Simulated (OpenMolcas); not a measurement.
**SiH4S (Si(SH)H3) at 6 levels**

Aim: a comparison of 6 runs (B2PLYP/STO-3G, PBE0/STO-3G, SVWN5/STO-3G, MP2/STO-3G, ACPF/STO-3G, CISD/STO-3G) of SiH4S (Si(SH)H3). 

Program for the calculation: OpenMolcas 26.06.

3 further runs of the same task are left out: 1 that didn't finish, 2 set aside as unsound or not needed.

## Step 1: The structure to begin with

SiH4S has 6 atoms, charge 0, and is taken as a singlet. As SMILES, `[H][Si]([H])([H])S`. The Si1–H4 distance was set to 2.540 Å, away from the relaxed value. At this shape a bond of the SMILES string is far longer than usual.

Bond lengths: Si1–S2 2.147 Å, S2–H3 1.325 Å, Si1–H5 1.457 Å, Si1–H6 1.458 Å. Angles: Si1–S2–H3 97.0°, S2–Si1–H5 107.7°, S2–Si1–H6 107.7°, H5–Si1–H6 111.3°.

## Step 2: The energy at B2PLYP/STO-3G (run 1)

job.input reads:

```
&gateway
  baslib=$CurrDir
  coord
  6
  angstrom
  Si      -0.852379      -0.009928      -0.270555
  S       -0.799869       0.024432       1.875495
  H       -2.110399       0.064522       2.069265
  H        1.606010      -0.020690      -0.909950
  H       -1.556819       1.185212      -0.716135
  H       -1.554489      -1.220488      -0.677995
  basis=STO-3G
  group=NoSym

&seward
  gridinput
  Grid=UltraFine
  End of Grid

&scf
  ksdft=B2PLYP_SCF
  thresholds=1e-10 1e-07 1e-07 1e-05
  prorbitals=1 1

&mbpt2
  frozen=10
```

The basis set STO-3G is read from a file made from the Basis Set Exchange's data (not shown).

On the command line:

```sh
$ export MOLCAS_MEM=1860
$ pymolcas job.input > job.log
```

What it wrote:

```text
--- Start Module: gateway ---
[...]
--- Stop Module: gateway /rc=_RC_ALL_IS_WELL_ ---
[...]
      Basis functions           22
[...]
--- Start Module: scf ---
[...]
       Convergence after  11 Iterations
[...]
::    Total KS-DFT energy                            -681.7799784659
[...]
      Total spin, S                                     0.0000000000
[...]
      Total electronic charge=   34.000000
      Total            charge=   -0.000000
[...]
      Dipole Moment (debye):
      Origin of the operator (angstrom)=   -0.8294    0.0080    0.8152
                   X= -1.5181E+00               Y=  8.6935E-03               Z= -8.7420E-01           Total=  1.7518E+00
      Quadrupole Moment (debye*angstrom):
[...]
--- Stop Module: scf /rc=_RC_ALL_IS_WELL_ ---
[...]
--- Start Module: mbpt2 ---
[...]
 ###    WARNING: MP2 implementation intended for RHF references only         ###
 ###############################################################################
MBPT2 WARNING: Reference function according to RunFile:KS-DFT
I'll assume you know what you're doing and continue
WARNING!
Default frozen orbitals as non valence orbitals is overwritten by user input.
Default values:   7
[...]
       Reference weight ( Cref**2 )         =        0.84806
::    Total MBPT2 energy                             -681.9220177725
[...]
      Total MBPT2 calculations                           0.02      0.02
--- Stop Module: mbpt2 /rc=_RC_ALL_IS_WELL_ ---
[...]
```

It took 2.8 s on 1 thread of Intel Xeon 6975P-C (Granite Rapids), shared host; peak memory 0.37 GiB.

## Step 3: A single-point energy at PBE0/STO-3G (run 2)

job.inp reads:

```
* H4SSi Kohn-Sham DFT

&GATEWAY
  BasLib = $CurrDir
  Coord
  6
  angstrom
  Si      -0.852379      -0.009928      -0.270555
  S       -0.799869       0.024432       1.875495
  H       -2.110399       0.064522       2.069265
  H        1.606010      -0.020690      -0.909950
  H       -1.556819       1.185212      -0.716135
  H       -1.554489      -1.220488      -0.677995
  Basis = STO-3G
  Group = NoSym

&SEWARD
  GridInput
  Grid=UltraFine
  End of Grid

&SCF
  KSDFT = PBE0
  Thresholds = 1e-10 1e-07 1e-07 1e-05
  PrOrbitals = 1 1
```

The basis set STO-3G is read from a file made from the Basis Set Exchange's data (not shown).

On the command line:

```sh
$ export MOLCAS_MEM=1860
$ pymolcas job.inp > job.log
```

What it wrote:

```text
--- Start Module: gateway ---
[...]
--- Stop Module: gateway /rc=_RC_ALL_IS_WELL_ ---
--- Start Module: seward ---
[...]
      Basis functions           22
--- Stop Module: seward /rc=_RC_ALL_IS_WELL_ ---
--- Start Module: scf ---
[...]
       Convergence after  12 Iterations
[...]
::    Total KS-DFT energy                            -681.8850245817
[...]
      Total spin, S                                     0.0000000000
[...]
      Total electronic charge=   34.000000
      Total            charge=   -0.000000
[...]
      Dipole Moment (debye):
      Origin of the operator (angstrom)=   -0.8294    0.0080    0.8152
                   X= -1.4799E+00               Y=  1.0631E-02               Z= -8.3759E-01           Total=  1.7006E+00
      Quadrupole Moment (debye*angstrom):
[...]
--- Stop Module: scf /rc=_RC_ALL_IS_WELL_ ---
[...]
```

It took 3.3 s on 1 thread of Intel Xeon 6975P-C (Granite Rapids), shared host; peak memory 0.37 GiB.

Runs 3 to 5 aren't shown in full; the table further down has their settings and results.

## Step 4: A single-point energy at CISD/STO-3G (run 6)

job.inp reads:

```
* H4SSi CISD
>>> EXPORT MOLCAS_PRINT=2
&GATEWAY
BasLib = $CurrDir
Coord
6
angstrom
Si      -0.852379      -0.009928      -0.270555
S       -0.799869       0.024432       1.875495
H       -2.110399       0.064522       2.069265
H        1.606010      -0.020690      -0.909950
H       -1.556819       1.185212      -0.716135
H       -1.554489      -1.220488      -0.677995
Basis = STO-3G
Group = NoSym
&SEWARD
&SCF
Thresholds = 1e-10 1e-07 1e-07 1e-05
PrOrbitals = 1 1
&MOTRA
Frozen = 10
&GUGA
Electrons = 14
Spin = 1
Inactive = 7
Active = 0
CIAll = 1
&CPF
SDCI
```

The basis set STO-3G is read from a file made from the Basis Set Exchange's data (not shown).

On the command line:

```sh
$ export MOLCAS_MEM=1860
$ pymolcas job.inp > job.log
```

What it wrote:

```text
--- Start Module: gateway ---
[...]
--- Stop Module: gateway /rc=_RC_ALL_IS_WELL_ ---
[...]
      Basis functions           22
[...]
       Convergence after  11 Iterations
[...]
::    Total SCF energy                               -680.8868854763
[...]
      Total spin, S                                     0.0000000000
[...]
      *** WARNING: Default frozen orbitals is overwritten by user input.
      *** Default values:   7
[...]
--- Start Module: guga ---
[...]
--- Stop Module: guga /rc=_RC_ALL_IS_WELL_ ---
--- Start Module: cpf ---
[...]
      Active orbitals                            0       0
[...]
      Spin quantum number                      0.0
[...]
     FINAL CI ENERGY          -681.03646035
     FINAL CORRELATION ENERGY   -0.14957487  REFERENCE ENERGY    -680.88688548
[...]
     REL. CI ENERGY           -681.03646035
[...]
      Total electronic charge=   34.000000
      Total            charge=    0.000000
[...]
      Dipole Moment (debye):
      Origin of the operator (angstrom)=   -0.8294    0.0080    0.8152
                   X= -7.6417E-01               Y=  4.5799E-03               Z= -1.0642E+00           Total=  1.3101E+00
      Quadrupole Moment (debye*angstrom):
[...]
--- Stop Module: cpf /rc=_RC_ALL_IS_WELL_ ---
[...]
```

Wall time 1.2 s (1 thread of Intel Xeon 6975P-C (Granite Rapids), shared host); peak memory 0.37 GiB.

## Step 5: All runs side by side

```
run          level  frozen core orbitals  integration grid  energy (Eh)  dipole moment (D) of the reference  HOMO energy (eV)  LUMO energy (eV)  wall time
  1  B2PLYP/STO-3G                    10         UltraFine  -681.818329                                1.75             -4.93              1.77      2.8 s
  2    PBE0/STO-3G                     –         UltraFine  -681.885025                                1.70             -3.58              0.50      3.3 s
  3   SVWN5/STO-3G                     –         UltraFine  -679.508035                                1.64             -1.89             -0.15      2.8 s
  4     MP2/STO-3G                    10                 –  -680.989762                                1.92             -6.52              4.09      1.1 s
  5    ACPF/STO-3G                    10                 –  -681.073095                                1.92             -6.52              4.09      1.2 s
  6    CISD/STO-3G                    10                 –  -681.036460                                1.92             -6.52              4.09      1.2 s
```

## Step 6: What came out

| quantity | value |
| --- | --- |
| run 6: total energy | -681.03646 Eh |
| run 6: dipole moment (mean-field density) | 1.92 D |
| run 6: HOMO energy (Hartree–Fock orbitals) | -6.52 eV |
| run 6: LUMO energy (Hartree–Fock orbitals) | 4.09 eV |
| run 6: HOMO–LUMO gap (Hartree–Fock orbitals) | 10.62 eV |
| run 6: correlation energy (10 core orbitals frozen) | -149.6 mEh |

**Reading.** Over runs 1, 2, 3 the dipole moment (its size) runs from 1.64 D (SVWN5/STO-3G) to 1.75 D (B2PLYP/STO-3G). A double hybrid's value is that of its SCF part. Over runs 1, 2, 3 the HOMO–LUMO gap runs from 1.74 eV (SVWN5/STO-3G) to 6.70 eV (B2PLYP/STO-3G). For B2PLYP the log adds the whole second-order term; the table takes 0.27 of it, as the functional is defined. Totals of different functionals can't be ranked against each other. In runs 1, 2, 3, 4, 5, 6 the basis is minimal, so the values are rough. In runs 1, 2, 3, 4, 5, 6 a closed-shell determinant meets a far-stretched bond, which it describes badly. All runs together took 12 s, the longest 3.3 s.
